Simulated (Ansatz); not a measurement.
# AlH₂S₂ radical: small, medium and large basis sets

One table from this session's results is given with a row withheld; the runs are named, their logs left out.

Computed with Ansatz 0.2.0, Gaussian basis. Level: one geometry, several basis sets.

The runs, in order: PBE0-D4/def2-SVP; ωB97M-V/def2-SVP; PBE0-D4/def2-QZVPP; ωB97M-V/def2-QZVPP; CCSD(T)/cc-pV(D+d)Z; CCSD(T)/cc-pV(T+d)Z; CCSD(T)/cc-pV(Q+d)Z; the functionals' def2-TZVPP values are taken from earlier runs.

## Structure used throughout

The geometry comes from an earlier relaxation with PBE0-D4 in a triple-zeta def2 set; it is a stationary point.

SMILES `[SH][Al][SH]`, 5 atoms, charge 0, spin multiplicity 2.

Atoms are counted from 1 here; the program's logs count them from 0.

Bond lengths: S1–Al2 2.201 Å, S1–H4 1.344 Å, Al2–S3 2.200 Å, S3–H5 1.346 Å. Angles: Al2–S1–H4 93.7°, S1–Al2–S3 116.1°, Al2–S3–H5 92.8°.

Set-up of the first run:

in.yaml reads:

```yaml
crystal:
  periodic: [false, false, false]
  atoms:
    - {symbol: S, position_ang: [-1.188909, -0.818103, -0.684874]}
    - {symbol: Al, position_ang: [-0.203812, 0.382889, 0.874058]}
    - {symbol: S, position_ang: [1.890404, 0.936744, 0.490635]}
    - {symbol: H, position_ang: [-2.356506, -0.880585, -0.022827]}
    - {symbol: H, position_ang: [1.908823, 0.305555, -0.698392]}
basis:
  gaussian: {orbitals: def2-SVP}
magnetization: {spin_polarized: true, initial_magnetization: 1}
hamiltonian: {xc: pbe0, dispersion: d4}
output: {orbitals: {seedname: orbitals}}
```

Command:

```
$ ansatz run in.yaml --threads 2 --pin off --events-out ev --progress --plain --max-ram 32768MiB --backend cpu
```

Among the steps run: PBE0-D4 in def2-SVP; ωB97M-V in def2-SVP; PBE0-D4 in def2-QZVPP; ωB97M-V in def2-QZVPP.

One table of the session follows, with a row left open; its other results are not shown here.

```
functional       basis  HOMO (eV)  LUMO (eV)
   PBE0-D4    def2-SVP      -6.11      -2.86
   PBE0-D4  def2-TZVPP      -6.14      -2.88
   PBE0-D4  def2-QZVPP          ?          ?
   ωB97M-V    def2-SVP      -7.70      -1.42
   ωB97M-V  def2-TZVPP      -7.75      -1.44
   ωB97M-V  def2-QZVPP      -7.81      -1.53
```

Estimate the missing values for PBE0-D4, def2-QZVPP.

As computed: HOMO (eV): -6.17; LUMO (eV): -2.91. In the column «HOMO (eV)» it lies between ωB97M-V, def2-SVP (-7.70) and PBE0-D4, def2-TZVPP (-6.14).
